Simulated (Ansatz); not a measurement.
System: molecular hydrogen, H₂ (charge 0, singlet). 
Structure (B3LYP-D3(BJ)/def2-TZVP (Ansatz, a first-principles code) minimum search):
```
H
H 1 0.7440
```

Problem. Give the harmonic wavenumbers at B3LYP-D3(BJ)/def2-TZVP (Ansatz, finite differences of forces, unscaled).

Solution. 4420 cm⁻¹. Zero-point energy 6.3 kcal/mol.

Problem. From these and the geometry, give the ideal-gas thermochemistry at 298.15 K and 1 atm (rigid rotor, harmonic oscillator).

Solution. Point group D∞h, rotational symmetry number 2. Rotational constants 1811, 1811 GHz. S(trans) 28.08, S(rot) 3.06, S(vib) 0.00, S(elec, spin only) 0.00, S 31.1 cal/(mol K). H(298) - H(0) 2.07 kcal/mol; G - E(el) -0.9 kcal/mol. Tabulated S at 1 bar: 31.2 cal/(mol K) (CRC Handbook, as tabulated in the package chemicals).
